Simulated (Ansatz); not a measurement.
The same path of H5NOSi (8 atoms, charge 0, multiplicity 1) was run twice with different band settings. Lost on the way: Si1–H2. Made: H2–O3.

All numbers below come from RKS B3LYP/def2-SVP (Ansatz 0.2.0).

Relaxed end points:

```xyz
8
Properties=species:S:1:pos:R:3
Si 0.136 -0.075 0.159
H -0.125 -0.076 1.629
O 1.784 -0.137 -0.137
H 2.274 -0.864 0.265
H -0.274 1.188 -0.499
N -0.817 -1.372 -0.463
H -0.998 -2.213 0.074
H -0.932 -1.532 -1.458
```

```xyz
8
Properties=species:S:1:pos:R:3
Si -0.743 0.210 0.250
H 1.577 -0.207 1.591
O 1.465 -0.045 0.642
H 1.363 -0.932 0.242
H -0.329 0.994 -0.997
N -0.652 -1.384 -0.529
H -1.109 -2.186 -0.102
H -0.525 -1.531 -1.527
```

Common settings: spring 5.0 eV/Å²; optimiser quadratic models (default); start path through a guess of the saddle point; force threshold 0.05 eV/Å; iteration limit 60; end points relaxed.

| run | movable images | climbing image |
| --- | --- | --- |
| 1 | 5 | yes |
| 2 | 4 | no |

Question: What does each run give, and how far can it be trusted?

Answer: Run 1: converged after 9 iterations, highest image 3.207 eV above the first end. Neighbouring images differ by up to 1.5 eV, so the band resolves the path poorly. A vibrational analysis at the climbing image gives one clearly imaginary mode, 1432i cm⁻¹: a first-order saddle point.
Run 2: converged after 11 iterations, highest image 2.672 eV above the first end. Neighbouring images differ by up to 2.2 eV, so the band resolves the path poorly. No image climbed, so the highest image needn't sit at the top of the path.
The orbitals stay closed-shell, which can raise the energy where a bond breaks towards radicals; this wasn't checked here.
